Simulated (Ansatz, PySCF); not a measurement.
Band gap (eV) of solids drawn from the class of oxides, at two levels: PBE in Ansatz (plane waves, PAW), and G0W0@PBE (Ansatz, a first-principles code, PySCF; the runs differ in potentials, basis or settings).

| solid | PBE | G0W0@PBE |
|---|---|---|
| rock-salt MgO | 4.78 | ? |
| rock-salt BaO | 2.04 | 3.63 |
| α-quartz (SiO2) | 6.01 | 9.40 |
| rock-salt SrO | 3.32 | 5.30 |
| corundum (α-Al2O3) | 6.25 | 9.18 |
| rock-salt CaO | 3.66 | 6.12 |
| stishovite (SiO2) | 5.62 | 8.78 |

Q: Estimate the withheld G0W0@PBE value from the other rows.

A: One way: carry over the typical difference. The differences G0W0@PBE − PBE of the other rows, in order: 1.59, 1.98, 2.46, 2.93, 3.16, 3.39; median 2.695. Rock-salt MgO: 4.78 + (2.695) = 7.47 eV; the run gives 7.31 eV. The differences spread from 1.59 to 3.39, so such an estimate is rough.

Of 7 rows, G0W0@PBE is the larger in 7 and the smaller in 0.

Density-functional gaps are differences of (generalised) Kohn–Sham levels.

Spin–orbit coupling is included only where a level's name says +SOC; with heavier elements it mostly lowers gaps and can invert bands. Cells: PBE at the measured cell for 6 of them, at the measured cell (atoms relaxed with PBEsol) for 1 of them; G0W0@PBE at the measured cell. Ansatz's density-functional and Hartree–Fock values are scalar-relativistic unless marked +SOC, with PAW data made under PBE.
